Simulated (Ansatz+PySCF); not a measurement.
A calculation with Ansatz (development build ahead of 0.2.0).

```yaml
crystal:
  periodic: [false, false, false]
  atoms:
    - { symbol: Li, position_ang: [0.0, 0.0, -1.95323] }
    - { symbol: F, position_ang: [0.0, 0.0, 0.65108] }
basis:
  gaussian: { orbitals: STO-3G }
hamiltonian:
  xc: pbe0
output:
  forces: true
```

The input is written out in the form of the current development build from the run's settings.

Output:

| Quantity | Value |
| --- | --- |
| Converged | yes |
| Total energy | -105.57565 hartree |
| Spin squared of the determinant | 0.000 |
| Stability test | minimum among restricted orbitals |

Forces (eV/Å):
| atom | Fx | Fy | Fz |
| --- | --- | --- | --- |
| Li1 | 0.000 | 0.000 | 3.320 |
| F2 | 0.000 | 0.000 | -3.320 |
